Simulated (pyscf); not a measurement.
PySCF, gas phase, ωB97X-D3(BJ)/def2-SVP geometries.

SMILES: [O]=[Mo]([OH])([OH])([OH])[Cl]
```xyz
9

O     -1.9586     0.7864     0.2398
Mo    -0.7774     1.1214    -0.8501
O      0.6166     0.0132    -0.3105
O     -1.7070     1.9824    -2.2145
O      0.0684     2.6682    -0.2859
Cl    -0.8452    -0.6062    -2.5546
H      0.8828    -0.7719    -0.8083
H     -1.8799     1.5675    -3.0706
H     -0.1660     3.2092     0.4793
```
Charge 0, spin multiplicity 1.

Problem. What is the homolytic dissociation enthalpy (298 K, ωB97M-D3(BJ)/def2-TZVP) of the Cl–Mo bond of O=Mo(OH)(OH)(OH)–Cl (SMILES [O]=[Mo]([OH])([OH])([OH])[Cl]), to [O=Mo(OH)(OH)–OH]• + Cl•?

Solution. Cl–Mo to [O=Mo(OH)(OH)–OH]• + Cl•: 2.67 eV. The 7 functionals that were run give +2.59 (M06-2X) to +3.23 eV (PBE). The radicals are drawn with the spin at the cut bond; how far it spreads was not checked. Other isomers of [O=Mo(OH)(OH)–OH]• were not searched in full and may lie lower. Left out: the spin-orbit lowering of Cl. Open-shell species with a d-block atom are single-reference here; other states, and whether the spin sits on metal or ligand, were not checked. Elements past Kr carry the def2 core potentials, without spin-orbit coupling.
